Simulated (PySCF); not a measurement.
**Working out the ionisation energy of Si**

Si [Ne] 3s2 3p2 (3P) → Si⁺ [Ne] 3s2 3p1 (2P). All numbers are calculated (PySCF 2.14, scalar relativity by spin-free X2C-1e, in x2c-QZVPPall (9s6p4d2f1g, 70 functions)). Frozen: 1s2. Energies in hartree (1 hartree = 27.21139 eV):

```
            part   Si (lower)  Si⁺ (upper)
             UHF  -289.463335  -289.183094
CCSD correlation    -0.255481    -0.239123
             (T)    -0.004918    -0.003383
```

Question: What does Hartree-Fock give?

Answer: (-289.183094) − (-289.463335) = 0.280241 hartree = 7.626 eV.

Question: What do CCSD and CCSD(T) give?

Answer: The CCSD correlation energies differ by 0.016358 hartree = 0.445 eV and the triples by 0.001535 hartree = 0.042 eV, so CCSD gives 8.071 eV and CCSD(T) 8.113 eV.

Measured between the centres of the two terms (NIST): 8.157 eV, so CCSD(T) (valence and next inner shell) is off by -0.044 eV.

What remains against the reference includes basis incompleteness, the frozen core and higher excitations.
